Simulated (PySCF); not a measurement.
# Spin–spin coupling constants

Molfile (atoms numbered from 1):
```
C4H7N
     RDKit          3D

 12 11  0  0  0  0  0  0  0  0999 V2000
    2.3249    1.0696    1.1246 C   0  0  0  0  0  0  0  0  0  0  0  0
    1.6769    0.2095    0.6604 N   0  0  0  0  0  0  0  0  0  0  0  0
    0.8532   -0.7912    0.0919 C   0  0  0  0  0  0  0  0  0  0  0  0
   -0.3081   -0.2042   -0.7053 C   0  0  0  0  0  0  0  0  0  0  0  0
   -1.2535    0.6421    0.1290 C   0  0  0  0  0  0  0  0  0  0  0  0
    0.4752   -1.4280    0.9094 H   0  0  0  0  0  0  0  0  0  0  0  0
    1.4797   -1.4291   -0.5517 H   0  0  0  0  0  0  0  0  0  0  0  0
   -0.8479   -1.0500   -1.1617 H   0  0  0  0  0  0  0  0  0  0  0  0
    0.1040    0.3897   -1.5376 H   0  0  0  0  0  0  0  0  0  0  0  0
   -0.7290    1.4992    0.5778 H   0  0  0  0  0  0  0  0  0  0  0  0
   -2.0759    1.0367   -0.4852 H   0  0  0  0  0  0  0  0  0  0  0  0
   -1.6995    0.0557    0.9483 H   0  0  0  0  0  0  0  0  0  0  0  0
  1  2  3  0
  2  3  1  0
  3  4  1  0
  4  5  1  0
  3  6  1  0
  3  7  1  0
  4  8  1  0
  4  9  1  0
  5 10  1  0
  5 11  1  0
  5 12  1  0
M  CHG  2   1  -1   2   1
M  END
```

Method: B3LYP/pcJ-1 (spin–dipole term only in couplings to heteroatoms)//PBE0-D3(BJ)/def2-SVP, PySCF; isolated molecule, single conformer, non-relativistic. Couplings are averaged over pairs made equivalent by symmetry, fast rotation or ring inversion, so a value needn't be that of the named pair in this geometry, while other rotamers aren't included; one pair stands for each set, and the list holds those of at least 0.8 Hz over up to four bonds.

Isotopes: ¹³C, ¹H, ¹⁵N.

```csv
pair,bonds,J (Hz)
"C1, N2",1,-9.1
"N2, C3",1,?
"C3, C4",1,36.9
"C3, H6",1,?
"C4, C5",1,37.8
"C4, H8",1,133.6
"C5, H10",1,133.4
"C1, C3",2,?
"N2, H6",2,2.1
"C3, C5",2,-1.6
"C3, H8",2,-2.6
"C4, H6",2,-3.2
"C4, H10",2,-3.5
"C5, H8",2,-3.2
"H6, H7",2,-17.1
"H8, H9",2,-15.3
"H10, H11",2,-14.3
"C1, C4",3,?
"C1, H6",3,?
"N2, H8",3,?
"C3, H10",3,6.5
"C5, H6",3,6.2
"H6, H8",3,?
"H6, H9",3,?
"H8, H10",3,8.2
```

Question: Estimate the withheld couplings, with signs.

Answer: 
- ¹J(N2,C3) = -13.4 Hz (bond length 1.415 Å)
- ¹J(C3,H6) = 146.5 Hz (bond length 1.103 Å, sp3 carbon)
- ²J(C1,C3) = -9.4 Hz (angle at N2 178°)
- ³J(C1,C4) = 0.9 Hz
- ³J(C1,H6) = 2.9 Hz
- ³J(N2,H8) = -4.2 Hz (mean over equivalent pairs that range from -6.9 to -1.5 Hz in this conformer)
- ³J(H6,H8) = 3.5 Hz (dihedral angle 63°)
- ³J(H6,H9) = 9.2 Hz (mean over equivalent pairs that range from 3.5 to 14.8 Hz in this conformer)
